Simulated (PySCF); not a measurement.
Molecule: `CN(C)C`, C3H9N.

Atoms are numbered as in `[CH3:1][N:2]([CH3:3])[CH3:4]`. Each H is labelled by its parent atom.

Spin–spin couplings on one PBE0-D3(BJ)/def2-SVP geometry, PySCF 2.14.0 with density-fitted response routines, gas phase, non-relativistic, equivalent pairs averaged (spin–dipole term only in couplings to heteroatoms); isotopes 13C, 1H; functional B3LYP.

Reference values (Hz): 1J(C1,H(C1)) = 131.5 (measured; gas; Jackowski, Int. J. Mol. Sci. 2003, 4, 135).

Q: How do the couplings (Hz) change with the basis set? Times are CPU seconds on shared hosts with different chips, so compare them loosely. Far from the basis limit: 6-31G*, pcJ-0, 6-31G-J, def2-TZVP, cc-pVTZ.

A: 
```tsv
basis set	functions	1J(C1,H(C1))	abs. error	core-s
6-31G*	74	144.5	13.0	4.9
pcJ-0	79	117.1	14.4	4.8
6-31G-J	84	141.7	10.2	5.4
def2-TZVP	178	129.8	1.7	15
pcJ-1	198	137.6	6.1	36
cc-pVTZ	246	123.0	8.5	24
```

Errors compare magnitudes, without vibrational corrections. Closest: def2-TZVP; furthest: pcJ-0.

The Fermi-contact term samples the wavefunction at the nucleus, which is why sets with added tight s functions (names with J) are made for couplings. Agreement of an ordinary basis with the reference is then largely a cancellation of errors.
